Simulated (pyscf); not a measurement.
Optimised with ωB97X-D3(BJ)/def2-SVP in PySCF. Correlated levels are frozen-core, on RHF or UHF. ΔMP2 is the change of the MP2 total energy from the triple- to the quadruple-zeta basis.

Problem. For the elementary gas-phase step `[AlH3]` + `[OH][SiH3]` → `[OH][AlH2]` + `[SiH4]` (singlet surface; Al–H, O–Si broken, Al–O, H–Si formed), what barrier and reaction energy does CCSD(T)/def2-TZVPP + ΔMP2(QZVPP) give, measured from the separated reactants?

Solution. ΔE‡ = -9.9 kcal/mol, ΔE = -15.1 kcal/mol. Zero-point energy shifts the barrier by +3.2 kcal/mol. It is a four-centre exchange, with an imaginary mode of 298i cm⁻¹. On the reactant side the descent ends in an adduct with a Al–O contact, 23.5 kcal/mol under the separated species and 10.0 kcal/mol under the saddle at ωB97X-D3(BJ)/def2-TZVP. On the product side the descent ends in a complex, 6.3 kcal/mol under the separated species and 7.4 kcal/mol under the saddle at ωB97X-D3(BJ)/def2-TZVP. At CCSD(T) the saddle lies under the separated reactants, which points to a path from their complex (located at ωB97X-D3(BJ) alone). What is counted as formed (Al–O) is already present as a longer contact in the reactant adduct; forming that adduct is a step of its own. At the saddle there is also a short Al–Si contact that neither side keeps. At ωB97X-D3(BJ) the barrier from the zero used here is -13.5 kcal/mol. One saddle was located; it need not be the lowest between these sides. The CCSD(T) − MP2 part came from Ansatz, without density fitting, on the same reference.
